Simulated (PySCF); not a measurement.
Bond stretch in CN, doublet.

ROKS-PBE0 = PySCF with restricted open-shell PBE0/6-31G; ROHF/6-31G (PySCF); UMP2 = MP2 on UHF/6-31G, 2 core orbitals frozen (PySCF 2.14.0).

Energies are in kcal/mol, each relative to the lowest point of its own curve near equilibrium.

| R / Å | ROKS-PBE0 | ROHF | UMP2 |
|---|---|---|---|
| 0.92 | 159.2 | 139.4 | 153.9 |
| 0.99 | 72.0 | 57.2 | 64.2 |
| 1.04 | 35.0 | 24.1 | 26.7 |
| 1.10 | 10.1 | 4.3 | 4.1 |
| 1.12 | 5.4 | 1.4 | 1.1 |
| 1.16 | 0.4 | 0.0 | 0.0 |
| 1.20 | 0.0 | 3.2 | [?] |
| 1.22 | 1.2 | 6.3 | 6.7 |
| 1.27 | [?] | 16.9 | 16.1 |
| 1.35 | [?] | [?] | 33.5 |
| 1.43 | 44.2 | [?] | [?] |

Problem. Some entries are withheld; supply them.

Solution. 
- 1.20, UMP2: 3.7
- 1.27, ROKS-PBE0: 7.3
- 1.35, ROKS-PBE0: 23.6
- 1.35, ROHF: 39.7
- 1.43, ROHF: 64.9
- 1.43, UMP2: 51.2

The scan ran from 0.92 to 4.64 Å; beyond the distances shown one of the unrestricted levels run for this scan, shown here or not, changes its spin distribution in one step. The unrestricted determinant behind UMP2 is spin-contaminated at 1.04 to 1.43 Å (<S²> up to 2.1, against 0.75 for a pure doublet).
